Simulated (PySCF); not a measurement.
C4H4O.
Structure used (PBE0-D3(BJ)/def2-TZVP), in Å, numbered top down from 1:
```xyz
9
C4H4O angstrom
C      2.1148    0.8010   -0.1479
C      1.1579    0.1129    0.0850
C     -0.0178   -0.6999    0.3566
C     -1.3286   -0.0821   -0.0290
O      0.0846   -1.7911    0.8603
H      2.9779    1.3935   -0.3450
H     -1.4607    0.8652    0.5005
H     -1.3287    0.1484   -1.0976
H     -2.1415   -0.7652    0.2106
```

The closed-shell ground state was solved at several levels (PySCF, density fitting, gas phase, non-relativistic). Isolated species at its PBE0-D3(BJ)/def2-TZVP geometry, gas phase.

```csv
level,basis functions,HOMO (eV),LUMO (eV),gap (eV),dipole (D)
wB97X-D/pcSseg-2,236,-9.84,0.05,9.89,3.16
KT3/pcSseg-2,236,-6.43,-2.73,3.70,2.96
PBE0/pcSseg-2,236,-7.91,-1.77,6.14,3.13
```

(1) What might B97-2/pcSseg-2 (236 basis functions) give for the same quantities?

(2) Over all these levels, which gives the widest orbital gap and which the narrowest?

(3) In the pcSseg-2 basis, how does the gap go with the fixed share of exact exchange?

(4) How far do the dipole and the HOMO energy spread over the levels?

Results:

(1) HOMO -7.61 eV, LUMO -1.83 eV, gap 5.78 eV, dipole 3.11 D.

(2) wB97X-D/pcSseg-2 (range-separated hybrid) has the widest, 9.89 eV, and KT3/pcSseg-2 (GGA) the narrowest, 3.70 eV. From the narrowest to the widest the HOMO moves by -3.41 eV and the LUMO by +2.78 eV.

(3) KT3 (0 %) 3.70 eV; B97-2 (21 %) 5.78 eV; PBE0 (25 %) 6.14 eV. Each rise in the share widens the gap here.

(4) The dipole runs from 2.96 to 3.16 D (mean 3.09 D) and the HOMO from -9.84 to -6.43 eV.
